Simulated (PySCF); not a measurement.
# Be: ionisation energy

Be [He] 2s2 (1S) → Be⁺ [He] 2s1 (2S), as a difference of total energies. Computed with PySCF 2.14 in 6-31G*, with no relativity, point nucleus. Correlated levels: valence: 1s2 frozen. The calculations carry no spin-orbit coupling.

```tsv
method	ionisation energy (eV)	error (eV)
UHF	7.928	-1.395
BP86	9.058	-0.265
M06-L	8.846	-0.477
MP2 (valence)	8.636	-0.687
SCS-MP2 (valence)	8.777	-0.546
CCSD (valence)	9.188	-0.135
```

Reference: 9.323 eV (measured; NIST Atomic Spectra Database, ionization energies).

Errors of the correlated levels include the incompleteness of this basis and the frozen core.

With two correlated electrons CCSD is exact in that space.

The coupled-cluster amplitudes are large for Be (T1 above 0.03 or a double amplitude above 0.15), so a single reference is strained.
